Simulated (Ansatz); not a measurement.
Basis-set extrapolation for C$_{2}$H$_{3}$B (`B1C=C1`) (PBE0-D4/def2-TZVP geometry, frozen core, the Gaussian-basis code of Ansatz). Multiplicity 1, RHF reference.

|  | cc-pV(T+d)Z | cc-pV(Q+d)Z |
| --- | --- | --- |
| HF | -102.138004 | -102.144654 |
| MP2 correlation | -0.400702 | -0.426424 |
| CCSD(T) correlation | -0.442841 | -0.465114 |

Energies in hartree. Use E(X) = E(∞) + A·exp(−5.46·√X) for Hartree–Fock and E(X) = E(∞) + B·X^(−3.05) for correlation, with X = 3 and 4.

What is the CCSD(T) energy at the basis-set limit?

HF limit: -102.144654 + (-0.006650) × 0.30130 = -102.14666. Correlation limit: -0.465114 + (-0.022273) × 0.71189 = -0.48097. Total: -102.62763 hartree, 122.8 kJ/mol below CCSD(T)/cc-pV(T+d)Z.
